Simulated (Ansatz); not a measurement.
Geometry optimisation, Ansatz, RKS PBE-D4/def2-SVP.

Input file:

```yaml
crystal:
  periodic: [false, false, false]
  atoms:
    - { symbol: Cl, position_ang: [0.0157, -0.3112, -2.5254] }
    - { symbol: O, position_ang: [0.3137, -0.5132, 0.3943] }
    - { symbol: O, position_ang: [-0.5213, 0.4714, 0.999] }
    - { symbol: H, position_ang: [0.1564, -0.4064, -0.6011] }
    - { symbol: H, position_ang: [0.0355, 0.7594, 1.7332] }
total_charge: -1
basis:
  gaussian: { orbitals: def2-SVP }
hamiltonian:
  xc: pbe
  dispersion: d4
relax:
  f_tol: 0.02
  max_steps: 40
scf:
  lower_state_search: "off"
```

Run as:

```bash
$ ansatz run input.yaml --threads 1 --pin off --max-ram 2048MiB --backend cpu --events-out ev --progress --plain --runs-dir out
```

**Question.** Where does it end, and by what steps?

**Answer.** It converged. Limits of this set-up: an anion without diffuse functions, the dipole of an ion depends on the origin. After 13 steps the energy has fallen by 0.586 eV; H5 moved furthest, 1.52 Å.

```csv
step,energy less start (eV),largest force component (eV/Å),accepted
0,0.0000,1.184,yes
1,-0.0527,0.534,yes
2,-0.0036,2.040,no
3,-0.0800,0.283,yes
4,-0.0976,0.352,yes
5,-0.1052,1.049,yes
6,-0.1543,0.233,yes
7,-0.1899,0.230,yes
8,-0.2295,0.989,yes
9,-0.2837,1.313,yes
10,-0.4175,0.917,yes
11,-0.5201,0.779,yes
12,-0.5849,0.076,yes
13,-0.5865,0.007,yes
```

```xyz
5
Properties=species:S:1:pos:R:3
Cl 0.093 0.571 -1.819
O 0.099 -0.982 0.724
O -0.194 0.396 1.142
H 0.171 -0.806 -0.271
H -0.169 0.821 0.223
```

Time of the run: 10 s on 1 CPU thread of a shared host.
